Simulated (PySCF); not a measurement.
Cartesian coordinates (Å):
```xyz
12

C      1.3065    -0.2223     0.7926
C      0.1821    -0.0310     0.1105
C     -1.0305    -0.8810     0.3198
C      0.0475     1.0483    -0.9160
H      1.3914    -1.0089     1.5344
H      2.1792     0.4011     0.6313
H     -0.8637    -1.6455     1.0794
H     -1.3222    -1.3770    -0.6120
H     -1.8851    -0.2689     0.6269
H     -0.2039     0.6244    -1.8941
H      0.9655     1.6282    -1.0176
H     -0.7668     1.7326    -0.6551
```
Charge 0, multiplicity 1.

What is the computed HOMO, HOMO–LUMO gap and total energy (PBE0-D3(BJ)/def2-TZVP (PySCF 2.14.0))?


```yaml
HOMO: -7.04 eV
HOMO–LUMO gap: 7.60 eV
total_energy: -157.0871 Ha
```
